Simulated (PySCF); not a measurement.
Species: C3H2Cl2O.
Atom-mapped SMILES: `[O:1]=[C:2]=[C:3]([Cl:4])[CH2:5][Cl:6]` (hydrogens: H7, H8 on C5)

Method used: MP2 and CCSD/aug-cc-pVDZ in PySCF, restricted Hartree–Fock reference, frozen core, non-relativistic, gas phase, PBE0-D3(BJ)/def2-SVP geometry.

E(HF) = -1108.61750 Eh.

How large is the problem?

164 basis functions and 62 electrons; 14 orbitals frozen, which leaves o = 17 correlated occupied and v = 133 virtual orbitals. That is o·v = 2261 singles and o·v(o·v + 1)/2 = 2557191 distinct closed-shell doubles amplitudes before symmetry; the costliest CCSD step grows as o²v⁴ = 9.0 × 10^10.

What are the MP2 and CCSD correlation energies?

MP2 -0.8883 Eh and CCSD -0.9237 Eh, which gives totals of -1109.50584 and -1109.54118 Eh. That is 0.739 eV for each correlated electron at CCSD (2425 kJ/mol in all, 0.083 % of the total energy); MP2 gives 96.2 % of the CCSD value.

What is the T1 diagnostic?

0.0140, below the customary warning level of 0.02. It is the norm of the spatial-orbital singles amplitudes over the root of the number of correlated electrons, so the norm is 0.082.

How does correlation change the dipole moment?

HF gives 1.89 D and CCSD (unrelaxed density) 1.72 D, a change of -0.17 D; the two vectors are 11° apart.

Connected triples and the basis-set limit are missing.

The job also held the EOM ionisation roots. Time: 8.9 min wall; peak memory 2.9 GiB. Hardware: Arm Neoverse V1, one thread, no GPU, on a shared host.

Conformer computed: `[O:1]=[C:2]=[C:3]([Cl:4])[CH2:5][Cl:6]`: C2–C3–C5–Cl6 104°.

One conformer stands for the species.
